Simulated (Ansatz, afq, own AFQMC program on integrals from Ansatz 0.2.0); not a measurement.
## Atomization energy of Ge$_{2}$, triplet

```xyz
2

Ge    0.0000    0.0000    0.0000
Ge    0.0000    0.0000    2.3831
```

Atoms in their ground-state spins without spin–orbit coupling (mostly on UHF) minus the molecule (UHF), without zero-point energy. The geometry is a stationary point, not shown to be a minimum.

Basis cc-pVTZ. Only valence electrons are correlated. Integrals, coupled cluster, full CI and functionals: Ansatz 0.2.0; the random walks run on the same integrals in our own AFQMC program. ph-AFQMC/CISD is guided by a CISD state made of CCSD amplitudes; releasing the constraint for a short imaginary time cuts its bias at the price of noise, slowly where states lie close. Uncertainties: one standard error, sampling alone. No spin–orbit coupling. The errors of all members are added in quadrature.

No full CI on the walks' own integrals is used here; CCSDT(Q) serves as the reference and is uncertain by about the last step of the cluster series. Each member takes its own surest rung, up to full CI.

Errors are counted within cc-pVTZ, not against nature.

Cautions: inner d shell frozen; no relativity below Rb; no spin-orbit coupling; Ge₂ (triplet): the released energies have errors that jump between times, so the bars are unsure, so no released level is given (meV from the phaseless value at times in 1/Eh: 4 ± 5 at 0.24, 47 ± 53 at 0.51, -16 ± 4 at 0.99, -21 ± 3 at 1.62, -20 ± 5 at 2.40), the ph-AFQMC/CISD walk drifts between its halves (2.6 errors), its ph-AFQMC/CISD value lies 32 ± 5 meV above CCSDT(Q).

Reference (CCSDT(Q)): 61.4 kcal/mol.

```json
{"level": "HF", "atomization energy (kcal/mol)": "30.8", "error against CCSDT(Q) (kcal/mol)": "-30.6"}
{"level": "MP2", "atomization energy (kcal/mol)": "59.2", "error against CCSDT(Q) (kcal/mol)": "-2.2"}
{"level": "CCSD", "atomization energy (kcal/mol)": "56.9", "error against CCSDT(Q) (kcal/mol)": "-4.5"}
{"level": "CCSD(T)", "atomization energy (kcal/mol)": "60.7", "error against CCSDT(Q) (kcal/mol)": "-0.7"}
{"level": "CCSDT", "atomization energy (kcal/mol)": "61.0", "error against CCSDT(Q) (kcal/mol)": "-0.4"}
{"level": "ph-AFQMC/HF", "atomization energy (kcal/mol)": "59.9 ± 0.6", "error against CCSDT(Q) (kcal/mol)": "-1.5 ± 0.6"}
{"level": "ph-AFQMC/CISD", "atomization energy (kcal/mol)": "60.9 ± 0.1", "error against CCSDT(Q) (kcal/mol)": "-0.6 ± 0.1"}
```

Correlation beyond CCSD(T) adds 0.7 kcal/mol. The perturbative (T) step is worth +3.8 kcal/mol.

A walk keeps the symmetry of its determinant, which the program's search chose and which needn't be the lowest solution, so a lower state of the same spin and another symmetry isn't excluded.
